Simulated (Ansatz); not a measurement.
## Equilibrium lattice constant a of Pd (model structure, started from the beta-W type, Pm-3n, No. 223, 8 atoms in the cell) at several levels of theory

No measured value is used here.

Task: Put these levels in order of the equilibrium lattice constant a that they give for Pd (model structure, started from the beta-W type, Pm-3n, No. 223, 8 atoms in the cell), smallest first: PBE (Ansatz, a first-principles code), PBE-D3(BJ) (Ansatz), PBEsol (Ansatz).

Result: PBEsol (4.930 Å), PBE-D3(BJ) (4.949 Å), PBE (5.016 Å)

Ansatz's density-functional and Hartree–Fock values are scalar-relativistic unless marked +SOC, with PAW data made under PBE.

A model structure was made by putting elements into a prototype or built by hand; it is no filed structure, need not be a known phase, and can be a saddle point held by its symmetry.
